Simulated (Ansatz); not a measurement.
**How far each method lies from UCCSDT(Q) for H2Ge–BH2, doublet**

Geometry: a PBE0/def2-TZVP stationary point for this spin, not checked as a minimum.

```tsv
atom	x (Å)	y (Å)	z (Å)
Ge	0.0000	0.0000	0.2823
B	0.0000	0.0000	-1.6912
H	0.0000	1.2553	1.1670
H	0.0000	-1.2553	1.1670
H	0.0000	1.0424	-2.2706
H	0.0000	-1.0424	-2.2706
```

Basis cc-pVDZ; Ansatz 0.2.0. Correlated methods freeze the noble-gas cores and the filled d shells of p-block atoms, which leaves 11 electrons in 46 orbitals. Prefix R: restricted or restricted open-shell reference; prefix U: unrestricted. No spin–orbit coupling is included, and no scalar relativity.

Full CI isn't at hand for all of this; UCCSDT(Q) serves as the reference, and is uncertain by about the last step of the cluster series.

The UHF ⟨S²⟩ is 0.760 and the T1 diagnostic (RCCSD) is 0.0167. The largest doubles amplitude (RCCSD) is 0.034 and the T1 diagnostic (UCCSD) is 0.0164.

**Question.** From what is known of these methods and the diagnostics, rank them by the size of their error in total energy against UCCSDT(Q) in cc-pVDZ, smallest first (an estimate: the text doesn't fix the numbers).
A. UMP2
B. UCCSD(T)
C. UHF
D. UCCSD
E. UCCSDT

**Answer.** E (0.13 kcal/mol), B (0.81 kcal/mol), D (4.07 kcal/mol), A (28.82 kcal/mol), C (135.10 kcal/mol).

All errors are against UCCSDT(Q) in cc-pVDZ. Within each family the higher level lies nearer, as is usual though not guaranteed.

Atomization energy (electronic, same basis, no zero-point term; atoms at the same level, unrestricted beside the R rows where the molecule is a closed shell, but restricted open-shell past Ca, as are all atoms' steps beyond CCSDT(Q)) at UCCSDT(Q): 1490.5 kJ/mol. Errors of other levels:

| level | error (kJ/mol) |
| --- | --- |
| UHF | -249.7 |
| UMP2 | -14.1 |
| UCCSD | -11.1 |
| UCCSD(T) | -1.6 |
| UCCSDT | -0.5 |

This basis is far from its limit, so the value isn't to be set against a measured one.
